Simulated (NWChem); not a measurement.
Everything below was run with NWChem. System: ozone (O3), charge 0, spin multiplicity 1, at a geometry optimised with PBE0/def2-SVP. Level: RI-MP2/cc-pVDZ, 3 core orbitals frozen.

Part of the output:

```
             Northwest Computational Chemistry Package (NWChem) 7.3.0
             --------------------------------------------------------

                                NWChem Input Module
                                -------------------

 Scaling coordinates for geometry "geometry" by  1.889725989
 (inverse scale =  0.529177249)

 Turning off AUTOSYM since
 SYMMETRY directive was detected!

                             Geometry "geometry" -> ""
                             -------------------------

 Output coordinates in angstroms (scale by  1.889725989 to convert to a.u.)

  No.       Tag          Charge          X              Y              Z
 ---- ---------------- ---------- -------------- -------------- --------------
    1 O                    8.0000    -1.06066700     0.00000000    -0.21019800
    2 O                    8.0000     0.00000000     0.00000000     0.42039600
    3 O                    8.0000     1.06066700     0.00000000    -0.21019800

 Effective nuclear repulsion energy (a.u.)      70.8571342385

            Nuclear Dipole moment (a.u.)
            ----------------------------
        X                 Y               Z
 ---------------- ---------------- ----------------
     0.0000000000     0.0000000000     0.0000000000

      Symmetry information
      --------------------

 Group name             C2v
 Group number             16
 Group order               4
 No. of unique centers     2

      Symmetry unique atoms

     1    2


 Summary of "ao basis" -> "" (spherical)
 ------------------------------------------------------------------------------
       Tag                 Description            Shells   Functions and Types
 ---------------- ------------------------------  ------  ---------------------
 *                          cc-pvdz                   on all atoms

 Summary of "ri-mp2 basis" -> "" (spherical)
 ------------------------------------------------------------------------------
       Tag                 Description            Shells   Functions and Types
 ---------------- ------------------------------  ------  ---------------------
 *                         cc-pvdz-ri                 on all atoms

 Summary of "ao basis" -> "ao basis" (spherical)
 ------------------------------------------------------------------------------
       Tag                 Description            Shells   Functions and Types
 ---------------- ------------------------------  ------  ---------------------
 O                          cc-pvdz                  6       14   3s2p1d

                                 NWChem SCF Module
                                 -----------------

  ao basis        = "ao basis"
  functions       =    42
  atoms           =     3
  closed shells   =    12
  open shells     =     0
  charge          =   0.00
  wavefunction    = RHF
  use symmetry    = T
  symmetry adapt  = T

 Summary of "ao basis" -> "ao basis" (spherical)
 ------------------------------------------------------------------------------
       Tag                 Description            Shells   Functions and Types
 ---------------- ------------------------------  ------  ---------------------
 O                          cc-pvdz                  6       14   3s2p1d

      Symmetry analysis of basis
      --------------------------

        a1         17
        a2          5
        b1         13
        b2          7

 Forming initial guess at       0.0s

      Superposition of Atomic Density Guess
      -------------------------------------

 Sum of atomic energies:        -224.29101330

      Non-variational initial energy
      ------------------------------

 Total energy =    -224.814865
 1-e energy   =    -450.789553
 2-e energy   =     155.117554
 HOMO         =      -0.294992
 LUMO         =      -0.130700

      Symmetry analysis of molecular orbitals - initial
      -------------------------------------------------

  Numbering of irreducible representations:

     1 a1          2 a2          3 b1          4 b2

  Orbital symmetries:

     1 a1          2 b1          3 a1          4 a1          5 b1
     6 a1          7 b1          8 b2          9 a1         10 a2
    11 b1         12 a1         13 b2         14 a1         15 b1
[...]
    37      0.317512  3 O  pz                23     -0.232450  2 O  pz
    17     -0.196131  2 O  s

 Vector   12  Occ=2.000000D+00  E=-4.846367D-01  Symmetry=a2
              MO Center= -1.1D-15, -4.6D-16, -1.9D-01, r^2= 1.7D+00
   Bfn.  Coefficient  Atom+Function         Bfn.  Coefficient  Atom+Function
  ----- ------------  ---------------      ----- ------------  ---------------
     5      0.455305  1 O  py                33     -0.455305  3 O  py
     8      0.367849  1 O  py                36     -0.367849  3 O  py

 Vector   13  Occ=0.000000D+00  E=-2.060823D-02  Symmetry=b2
              MO Center=  6.9D-17, -1.9D-18,  2.3D-02, r^2= 1.5D+00
   Bfn.  Coefficient  Atom+Function         Bfn.  Coefficient  Atom+Function
  ----- ------------  ---------------      ----- ------------  ---------------
    19      0.479046  2 O  py                22      0.459727  2 O  py
     8     -0.388414  1 O  py                36     -0.388414  3 O  py
     5     -0.373132  1 O  py                33     -0.373132  3 O  py

 Vector   14  Occ=0.000000D+00  E= 3.525379D-01  Symmetry=a1
              MO Center=  2.1D-15, -2.9D-17, -7.4D-02, r^2= 1.8D+00
   Bfn.  Coefficient  Atom+Function         Bfn.  Coefficient  Atom+Function
  ----- ------------  ---------------      ----- ------------  ---------------
    17      1.415082  2 O  s                 23     -0.733163  2 O  pz
     7     -0.715296  1 O  px                35      0.715296  3 O  px
     3     -0.637736  1 O  s                 31     -0.637736  3 O  s
    20     -0.349411  2 O  pz                 4     -0.346733  1 O  px
    32      0.346733  3 O  px                16      0.259680  2 O  s

 Vector   15  Occ=0.000000D+00  E= 4.507941D-01  Symmetry=b1
              MO Center= -3.8D-15, -6.4D-18,  6.9D-02, r^2= 1.8D+00
   Bfn.  Coefficient  Atom+Function         Bfn.  Coefficient  Atom+Function
  ----- ------------  ---------------      ----- ------------  ---------------
    21      1.337258  2 O  px                 3      0.854711  1 O  s
    31     -0.854711  3 O  s                  7      0.640247  1 O  px
    35      0.640247  3 O  px                 9      0.550276  1 O  pz
    18      0.551573  2 O  px                37     -0.550276  3 O  pz
     6      0.228726  1 O  pz                34     -0.228726  3 O  pz

 center of mass
 --------------
 x =   0.00000000 y =   0.00000000 z =   0.00000000

 moments of inertia (a.u.)
 ------------------
          15.142161769767           0.000000000000           0.000000000000
           0.000000000000         143.661234105133           0.000000000000
           0.000000000000           0.000000000000         128.519072335366

  Mulliken analysis of the total density
  --------------------------------------

    Atom       Charge   Shell Charges
 -----------   ------   -------------------------------------------------------
    1 O    8     8.14   2.00  0.90  1.01  2.67  1.53  0.03
    2 O    8     7.73   2.00  0.92  0.86  2.67  1.19  0.08
    3 O    8     8.14   2.00  0.90  1.01  2.67  1.53  0.03

       Multipole analysis of the density wrt the origin
       ------------------------------------------------

     L   x y z        total         open         nuclear
     -   - - -        -----         ----         -------
     0   0 0 0     -0.000000      0.000000     24.000000

     1   1 0 0      0.000000      0.000000      0.000000
     1   0 1 0     -0.000000      0.000000      0.000000
     1   0 0 1      0.318443      0.000000      0.000000

     2   2 0 0    -13.017589      0.000000     64.279985
     2   1 1 0     -0.000000      0.000000      0.000000
     2   1 0 1      0.000000      0.000000      0.000000
     2   0 2 0    -10.748507      0.000000      0.000000
     2   0 1 1      0.000000      0.000000      0.000000
     2   0 0 2    -11.634094      0.000000      7.573490

                               NWChem RI-MP2 Module
                               --------------------

 Summary of "ri-mp2 basis" -> "ri-mp2 basis" (spherical)
 ------------------------------------------------------------------------------
       Tag                 Description            Shells   Functions and Types
 ---------------- ------------------------------  ------  ---------------------
 O                         cc-pvdz-ri               18       56   7s5p4d2f

 SCF Reference Information:
            File: './mol.movecs'
           Title: ''
    Size (AOxMO):     42 x     42
       Total Occ:              24.00
 RI-MP2 Calculation Information:
          Nr. of AO basis functions:         42
     Nr. of fitting basis functions:        168
               Nr. of MO spin cases:          1
        Nr. of MOs to be correlated:         39
     Nr. of occupied MOs correlated:          9
      Nr. of virtual MOs correlated:         30

          RI integral approximation: 'V'
    Threshold for Schwarz screening:  1.000E-09
 Smallest eigenvalue retained in fit  1.000E-08
    Type of storage for MO integrals 'EAF library'

 Transformation block size    9, requiring     1 integral passes.
 XForm_3cInts: Completed     1:    9 pass.
 Energy evaluation using block sizes     9    9
 RIMP2_V_E2: Approx. ints. done (    1:    9,    1:    9)
 RIMP2_V_E2: Copy to B done (    1:    9,    1:    9)
 RIMP2_V_E2: Denominators done (    1:    9,    1:    9)
 RIMP2_V_E2: Completed block (    1:    9,    1:    9)

          -------------------------------------------
          SCF energy                -224.276622921527
          Correlation energy          -0.617700235671
          Total MP2 energy          -224.894323157197
          -------------------------------------------

 -----------------------
 Performance information
 -----------------------

 Timer overhead =  1.79D-07 seconds/call

               Nr. of calls         CPU time (s)                 Wall time (s)                GFlops
             ---------------    -------------------     ------------------------------   -------------------
Name         Min   Avg   Max    Min     Avg     Max     Min     Avg     Max   Mx/calls   Min     Max     Sum
Overall       1     1     1   0.34    0.34    0.34     0.34    0.34    0.34    0.34      0.0     0.0     0.0
3c integr     1     1     1   8.70E-2 8.70E-2 8.70E-2  8.70E-2 8.70E-2 8.70E-2 8.70E-2   0.0     0.0     0.0
Energy        1     1     1   1.24E-2 1.24E-2 1.24E-2  1.24E-2 1.24E-2 1.24E-2 1.24E-2   0.0     0.0     0.0
3c integr     1     1     1   8.42E-2 8.42E-2 8.42E-2  8.42E-2 8.42E-2 8.42E-2 8.42E-2   0.0     0.0     0.0
First 2/3     3     3     3   6.94E-4 6.94E-4 6.94E-4  6.94E-4 6.94E-4 6.94E-4 2.31E-4   0.0     0.0     0.0
Final 1/3     1     1     1   1.13E-3 1.13E-3 1.13E-3  1.14E-3 1.14E-3 1.14E-3 1.14E-3   0.0     0.0     0.0
Write 3c      1     1     1   3.62E-4 3.62E-4 3.62E-4  3.63E-4 3.63E-4 3.63E-4 3.63E-4   0.0     0.0     0.0
Read 3c i     1     1     1   1.41E-4 1.41E-4 1.41E-4  1.41E-4 1.41E-4 1.41E-4 1.41E-4   0.0     0.0     0.0
Fitting b     1     1     1   2.10E-2 2.10E-2 2.10E-2  2.10E-2 2.10E-2 2.10E-2 2.10E-2   0.0     0.0     0.0
Schwarz i     1     1     1   4.12E-3 4.12E-3 4.12E-3  4.13E-3 4.13E-3 4.13E-3 4.13E-3   0.0     0.0     0.0
Form 4ci      1     1     1   1.44E-3 1.44E-3 1.44E-3  1.44E-3 1.44E-3 1.44E-3 1.44E-3   0.0     0.0     0.0
Form A &      1     1     1   9.65E-3 9.65E-3 9.65E-3  9.65E-3 9.65E-3 9.65E-3 9.65E-3   0.0     0.0     0.0
Denominat     1     1     1   5.37E-5 5.37E-5 5.37E-5  5.36E-5 5.36E-5 5.36E-5 5.36E-5   0.0     0.0     0.0
Pair Ener     1     1     1   3.78E-4 3.78E-4 3.78E-4  3.78E-4 3.78E-4 3.78E-4 3.78E-4   0.0     0.0     0.0

 The average no. of pstat calls per process was 1.60D+01
 with a timing overhead of 2.86D-06s

 Task  times  cpu:        0.3s     wall:        0.3s

 Total times  cpu:        0.4s     wall:        0.4s
```

Problem. Write an NWChem input that would produce this output.

Solution. One answer among several that fit: 
```
start mol
memory heap 200 mb stack 900 mb global 1100 mb
geometry units angstroms nocenter noautoz
  O     -1.060667     0.000000    -0.210198
  O      0.000000     0.000000     0.420396
  O      1.060667     0.000000    -0.210198
  symmetry group C2v
end
basis spherical
  * library cc-pvdz
end
basis "ri-mp2 basis" spherical
  * library cc-pvdz-ri
end
scf
  rhf
  nopen 0
  maxiter 100
  thresh 1e-7
  semidirect memsize 60000000 filesize 0
end
mp2
  freeze core 3
end
task rimp2 energy
```
